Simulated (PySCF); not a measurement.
**Core-level binding energies of `C[SiH3]`**

Species: CH6Si.
Bonds: C1–Si2. Hydrogens: H3, H4, H5 on C1; H6, H7, H8 on Si2.

Method used: delta-SCF UKS SCAN, pcX-3 on the ionised atom, pcseg-2 elsewhere, spin-free X2C in PySCF 2.14.0. Each binding energy is the total energy of the core-ionised species, with the hole localised on one atom, minus that of the ground state; both are solved self-consistently, so orbital relaxation is included.

Question: Give the core binding energies atom by atom.

Answer: 
```
atom(s)   bonded to     level  binding energy (eV)  2p1/2 (eV)  count
     C1  3 H and Si      C 1s               290.34           –      1
    Si2   C and 3 H  Si 2p3/2               106.59      107.21      1
    Si2   C and 3 H     Si 1s              1846.41           –      1
```

Question: Which effective nuclear charge Zeff reproduces each element's mean 1s value in the hydrogen-like formula E = 13.606 eV × Zeff²?

Answer: C (Z = 6): mean 290.3 eV, Zeff = 4.62, Z − Zeff = 1.38; Si (Z = 14): mean 1846.4 eV, Zeff = 11.65, Z − Zeff = 2.35. Means run over the listed sites, weighted by atom count.

The 2p values aren't plain energy differences: one relaxed spin-free 2p hole is combined with a matrix within the shell (ground-state 2p orbital-energy differences and spin–orbit coupling). 2p3/2, the mean of its two sublevels, lies a third of the splitting below the shell's mean and 2p1/2 two thirds above it; the statistical areas are 2:1. 2p1/2 minus 2p3/2 (ligand field included): Si 0.62 eV. Geometry: PBE0-D3(BJ)/def2-TZVP; no solvent, vibrations or thermal averaging.

On one thread of an Intel Xeon Platinum 8259CL at 2.50 GHz, no GPU, on a shared host, this took 35 s of wall time and 0.58 GiB of memory at its peak.
